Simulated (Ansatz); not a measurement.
Pulling on the C1–H4 bond in ethanol (SMILES CCO) (multiplicity 1 held, fragments rigid). Energies count from the point at 1.093 Å.
Geometry at that point (charge 0, multiplicity 1):
```xyz
9

C     -1.19871     0.14199     0.26381
C      0.06293    -0.42921    -0.36086
O      1.23310     0.30528    -0.01233
H     -2.07920    -0.41542    -0.06464
H     -1.32567     1.18861    -0.01689
H     -1.15705     0.08294     1.35507
H      0.17649    -1.48648    -0.08962
H      0.00553    -0.37720    -1.44899
H      1.32976     0.28859     0.94604
```

Unrestricted levels (U-) break spin symmetry where that is lower. Active spaces are followed from a long bond inwards. Curves can end on different states.

Correlated levels freeze the cores.

Run with Ansatz (Gaussian orbitals). Each number belongs to the level named beside it.

Energies in eV.

```csv
R (Å),U-CCSD/cc-pVDZ,"CASSCF(2,2)/cc-pVDZ","FIC-NEVPT4(SD) on CASSCF(2,2)/cc-pVDZ","FIC-MRCISD+Q on CASSCF(2,2)/cc-pVDZ"
0.874,1.44,1.48,1.45,1.44
0.983,0.32,0.34,0.32,0.32
1.093,0.00,0.00,0.00,0.00
1.202,0.13,0.09,0.12,0.12
1.311,0.48,0.41,0.47,0.47
1.475,1.20,1.06,1.17,1.18
1.639,1.96,1.74,1.90,1.91
1.912,3.12,2.73,2.98,2.99
2.185,3.99,3.44,3.76,3.77
2.513,4.55,3.96,4.33,4.34
2.950,4.76,4.26,4.67,4.67
3.496,4.81,4.37,4.79,4.80
```

Doubts at one or more of the structures used: a spin-contaminated determinant (U-CCSD/cc-pVDZ); T1 above 0.05 (U-CCSD/cc-pVDZ).

Ansatz is a quantum-chemistry and plane-wave program.
